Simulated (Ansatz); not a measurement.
# COF2 (singlet): wave-function methods side by side, cc-pVDZ

An exercise on one series of results from a longer session: the logs are not shown, and one member is left open.

The runs use Ansatz 0.2.0, Gaussian basis; cc-pVDZ, core rule «outside noble gas», up to 4 orbitals frozen.

Plan: UHF; CCSD(T) on RHF; BCCD(T) on RHF; CISD; CCSDT(Q) on RHF; CASSCF and MRCISD+Q, 18 electrons in 13 orbitals; CASSCF and NEVPT2, 18 electrons in 13 orbitals.

17 further runs of the same task are left out: 17 set aside as unsound or not needed.

## What is computed

The geometry is an MP2(full)/6-31G* stationary point (not a proven minimum).

4 atoms, charge 0, spin multiplicity 1.

Atoms are counted from 1 here; the program's logs count them from 0.

Bond lengths: O1–C2 1.186 Å, C2–F3 1.326 Å, C2–F4 1.326 Å. Angles: O1–C2–F3 126.2°, O1–C2–F4 126.2°, F3–C2–F4 107.5°.

Set-up of the first run:

in.yaml reads:

```yaml
crystal:
  periodic: [false, false, false]
  atoms:
    - {symbol: O, position_ang: [0.000000, 0.000000, 1.350051]}
    - {symbol: C, position_ang: [0.000000, 0.000000, 0.163694]}
    - {symbol: F, position_ang: [0.000000, 1.069490, -0.620212]}
    - {symbol: F, position_ang: [0.000000, -1.069490, -0.620212]}
basis:
  gaussian: {orbitals: cc-pVDZ}
magnetization: {spin_polarized: true, initial_magnetization: 0}
hamiltonian: {xc: hf}
output: {orbitals: {seedname: orbitals}}
```

The run is started by

```bash
$ ansatz run in.yaml --threads 1 --pin off --events-out ev --progress --plain --max-ram 3956MiB --backend cpu
```

Among the steps run: UHF; CCSD(T) on RHF; BCCD(T) on RHF; CISD; CCSDT(Q) on RHF; CASSCF and MRCISD+Q, 18 electrons in 13 orbitals; CASSCF and NEVPT2, 18 electrons in 13 orbitals.

One of the session's tables, all rows but one given; the rest of the session is left out.

| method | from RCCSDT(Q) (kcal/mol) |
| --- | --- |
| RHF | +441.76 |
| RMP2 | ? |
| CISD | +61.50 |
| RCCSD | +12.62 |
| RCCSD(T) | +1.55 |
| BCCD(T) | +1.31 |
| RCCSDT | +1.26 |
| RCCSDT(Q) | 0 |
| CASSCF valence | +342.58 |
| NEVPT2 valence | +35.43 |
| MRCISD valence | +33.68 |
| MRCISD+Q valence | +4.83 |

Estimate the missing values for RMP2.

The run gave: from RCCSDT(Q) (kcal/mol): +14.93. In the column «from RCCSDT(Q) (kcal/mol)» it lies between RCCSD (+12.62) and MRCISD valence (+33.68).

With the free atoms at the same levels and basis (separate runs), the atomisation energy is 16.537 eV at RCCSDT(Q), 16.494 eV at RCCSD(T), 10.909 eV at RHF.
